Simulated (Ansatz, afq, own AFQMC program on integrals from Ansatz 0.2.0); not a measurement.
Two steps: Ansatz 0.2.0 writes the Fock matrix and Cholesky factors of the valence space, and afq projects on them the lowest state that overlaps trial and start.

```yaml
crystal:
  periodic: [false, false, false]
  atoms:
    - {symbol: Cl, position_ang: [-0.877230, 0.000000, 0.000000]}
    - {symbol: H, position_ang: [0.666770, 0.000000, 0.000000]}
    - {symbol: C, position_ang: [2.109770, 0.000000, 0.000000]}
    - {symbol: H, position_ang: [2.524238, 0.000000, 0.996161]}
    - {symbol: H, position_ang: [2.524238, 0.000000, -0.996161]}
basis:
  gaussian: {orbitals: cc-pVTZ}
magnetization: {spin_polarized: true, initial_magnetization: 2}
correlation: {method: ccsd_t, electrons: outside_noble_gas, hamiltonian_folder: ham}
```

```sh
$ ansatz run in.yaml --threads 1 --pin off --events-out ev --progress --plain --max-ram 24576MiB --backend cuda --devices 0, --max-vram 18GiB
```

afq runs on the folder ham with

```
--method phaseless --trial cisd --walkers 900 --populations 20 --least-time 60 --time-step 0.005 --steps-per-block 50 --equilibration-blocks 28 --max-blocks 4000 --target-error 0.00022 --factor-cut 1e-05 --start spin_pure --seed 2656 --release-times 0.24,0.51,0.99,1.62,2.4 --release-step 0.03 --release-every 3 --taylor-order 6
```

Times are imaginary, in 1/Eh. The walk had a cap of 236 s. With eight or more populations the least sampling time is a fifth of least-time, and the error comes from their spread.

Log:

```
orbitals 100  electrons 8 6  factors 591 of 599
reference energy -499.02245813 Eh
CCSD correlation -0.37315081 Eh in 12 cycles, weight of the determinant in the CISD state 0.8621
energy of the start -499.391543 Eh
 block  time / (1/Eh)  mean weight  energy / Eh
     1     0.250  1.0005  -499.388623
     2     0.500  0.9998  -499.394729
     3     0.750  0.9996  -499.398854
     4     1.000  0.9997  -499.402820
     5     1.250  0.9996  -499.406289
     8     2.000  1.0006  -499.409129
    13     3.250  1.0009  -499.410189
    25     6.250  1.0006  -499.412330
    37     9.250  0.9991  -499.412458
    49    12.250  0.9997  -499.409644
    61    15.250  0.9995  -499.410219
    73    18.250  0.9999  -499.409567
    85    21.250  0.9997  -499.409482
    97    24.250  1.0004  -499.409442
   109    27.250  0.9984  -499.404432
   121    30.250  1.0003  -499.410075
   133    33.250  1.0006  -499.410935
   137    34.250  1.0010  -499.413625
   145    36.250  0.9988  -499.408698
   157    39.250  0.9995  -499.411599
   165    41.250  1.0007  -499.407749
error from the spread of 20 populations
released: time / (1/Eh)  energy / Eh  error  mean overlap
  0.24  -499.410508  0.000136  0.9974
  0.51  -499.410619  0.000176  0.9937
  0.99  -499.410700  0.000180  0.9909
  1.62  -499.410730  0.000310  0.9839
  2.40  -499.410999  0.000350  0.9824
energy -499.410278 +/- 0.000200 Eh
(rows thinned)
```

The run passed its tests (sampling time, drift between the halves within three errors, error under three times the target), which doesn't prove that it has relaxed.

Against this walk (error 5.5 meV) on the same determinant: CCSD(T) 33.2 meV higher. The error is statistical and leaves out the bias of the constraint. Released to 2.40 1/Eh the energy moves by -20 ± 11 meV (both errors), within twice the noise.

Cautions: constraint bias not in the error; lower spins were not checked; unrestricted determinant slightly spin contaminated (⟨S²⟩ 2.07 against 2.00).

The walk took 100 s on 1 × NVIDIA H100 80GB HBM3 with 2 threads of AMD EPYC 7R13 Processor (Zen 3), with other jobs on the host (the card was shared). The log's last line is the phaseless energy.

A walk keeps the symmetry of its determinant, which the program's search chose and which needn't be the lowest solution, so a lower state of the same spin and another symmetry isn't excluded.
